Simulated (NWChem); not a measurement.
**Worked example: ideal-gas entropy of Si2H5O (SMILES [SiH2]O[SiH3])**

A doublet with charge 0, relaxed at UHF/6-31G* (spherical functions) (NWChem 7.3.0):

```xyz
8

Si    0.0881   -1.6554   -0.0663
O    -0.2395   -0.0559    0.0303
Si    0.0788    1.5443   -0.0294
H    -1.0787   -2.4203    0.4171
H     1.2755   -1.9897    0.7510
H    -1.0615    2.2848    0.5334
H     0.2925    1.9681   -1.4251
H     1.2918    1.8542    0.7501
```

Harmonic wavenumbers in cm⁻¹: 42, 55, 68, 604, 765, 798, 813, 893, 1020, 1055, 1057, 1096, 1191, 2339, 2364, 2380, 2389, 2407.

Masses in u: Si 28.085, O 15.999, H 1.008. Take T = 298.15 K, p = 1 bar, R = 8.3145 J/(mol K), kT/hc = 207.22 cm⁻¹, rigid rotor and harmonic oscillator.

Problem. Compute the standard molar entropy.

Solution. 
1. Translation (Sackur–Tetrode): S = R[3/2 ln M + 5/2 ln T − 1.1517] with M = 77.209 gives 163.1 J/(mol K).
2. Rotation: principal moments 10.778, 170.230, 173.460 u Å² give A, B, C = 1.564, 0.099, 0.0972 cm⁻¹; the symmetry number is σ = 1; q = (√π/σ)√((kT/hc)³/ABC) = 43098; S = R(ln q + 3/2) = 101.2.
3. Vibration: with u = ν̃/207.22, each mode gives R[u/(eᵘ − 1) − ln(1 − e⁻ᵘ)]; the sum is 65.2, most from 42 cm⁻¹ (21.6), 55 cm⁻¹ (19.4), 68 cm⁻¹ (17.6).
4. Spin and the two mirror images of this shape: R ln 4 = 11.5.
5. Sum: 163.1 + 101.2 + 65.2 + 11.5 = 341.0 J/(mol K).

No measured value is set beside it here. Where a soft mode is a torsion, a harmonic oscillator describes it poorly. One conformer is counted; others would raise S. Unscaled Hartree–Fock wavenumbers run high.
